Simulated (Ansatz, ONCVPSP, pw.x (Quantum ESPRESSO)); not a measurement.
**pw.x on fcc Al: one setting changed**

Potential: optimised norm-conserving Vanderbilt (ONCV), ONCVPSP 4.0.1.1 (patched build), PBEsol; core [Ne], reference 3s2 3p1; waves: 3s: rc 1.90 bohr, ncon 5, nbas 9, qcut 3.5 1/bohr, local; 3p: rc 2.20 bohr, ncon 4, nbas 9, qcut 4.3 1/bohr, 1 projector; d scattering state at 0.03 Ha: rc 2.46 bohr, ncon 5, nbas 9, qcut 4.7 1/bohr, 2 projectors, debl 3 Ha; local part: the s channel; core correction: none.

The reference run (k-mesh 14³, cutoffs 35/140 Ry, Fermi–Dirac 0.01 Ry, mixing_beta 0.4, conv_thr 1e-9, no spin) gives -0.34 GPa at 16.207 Å³/atom, where all-electron LAPW gives -0.16 GPa. This run, with its own iteration cap, changes k-mesh points per axis to 20.

```
&control
  calculation='scf', prefix='x', pseudo_dir='./', outdir='./tmp', tstress=.true., disk_io='none'
/
&system
  ibrav=0, nat=1, ntyp=1, ecutwfc=35, ecutrho=140, nbnd=8,
  occupations='smearing', smearing='fd', degauss=0.01
/
&electrons
  conv_thr=1e-09, mixing_beta=0.4, electron_maxstep=60
/
ATOMIC_SPECIES
Al 1.0 Al.UPF
CELL_PARAMETERS angstrom
  0.00000000 2.00858807 2.00858807
  2.00858807 0.00000000 2.00858807
  2.00858807 2.00858807 0.00000000
ATOMIC_POSITIONS crystal
Al 0.0000 0.0000 0.0000
K_POINTS automatic
20 20 20 0 0 0
```

```bash
pw.x < Al.scf.in > Al.scf.out
```

Q: How does the run end?

A: It converges in 6 iterations; the free energy moves by -5.2 meV/atom and the pressure by +0.08 GPa.

```
Message from routine setup:
     using ibrav=0 with symmetry is DISCOURAGED, use correct ibrav instead
     lattice parameter (alat)  =       5.3679  a.u.
     unit-cell volume          =     109.3703 (a.u.)^3
     number of electrons       =         3.00
     number of Kohn-Sham states=            8
     kinetic-energy cutoff     =      35.0000  Ry
     charge density cutoff     =     140.0000  Ry
     scf convergence threshold =      1.0E-09
     Exchange-correlation= PBESOL
     number of k points=   256  Fermi-Dirac smearing, width (Ry)=  0.0100
     iteration #  1     ecut=    35.00 Ry     beta= 0.40
     total energy              =      -4.16607625 Ry
     estimated scf accuracy    <       0.00574801 Ry
     iteration #  2     ecut=    35.00 Ry     beta= 0.40
     total energy              =      -4.16593337 Ry
     estimated scf accuracy    <       0.00193740 Ry
     iteration #  3     ecut=    35.00 Ry     beta= 0.40
     total energy              =      -4.16596046 Ry
     estimated scf accuracy    <       0.00000168 Ry
     iteration #  4     ecut=    35.00 Ry     beta= 0.40
     c_bands:  1 eigenvalues not converged
     total energy              =      -4.16596118 Ry
     estimated scf accuracy    <       0.00000042 Ry
     iteration #  5     ecut=    35.00 Ry     beta= 0.40
     total energy              =      -4.16596119 Ry
     estimated scf accuracy    <          3.2E-09 Ry
     iteration #  6     ecut=    35.00 Ry     beta= 0.40
     the Fermi energy is     8.0869 ev
!    total energy              =      -4.16596119 Ry
     estimated scf accuracy    <          1.4E-10 Ry
     smearing contrib. (-TS)   =      -0.00180680 Ry
     The total energy is F=E-TS. E is the sum of the following terms:
     one-electron contribution =       2.87579338 Ry
     hartree contribution      =       0.00821722 Ry
     xc contribution           =      -1.61254551 Ry
     ewald contribution        =      -5.43561948 Ry
     convergence has been achieved in   6 iterations
          total   stress  (Ry/bohr**3)                   (kbar)     P=       -2.57
     Message from routine punch:
     Nothing written, as per user request (disk_io='none')
```

The run took about 4.9 s on one core of a shared host (AMD EPYC 9R45 96-Core Processor, 96 threads, 376 GiB, load 19).
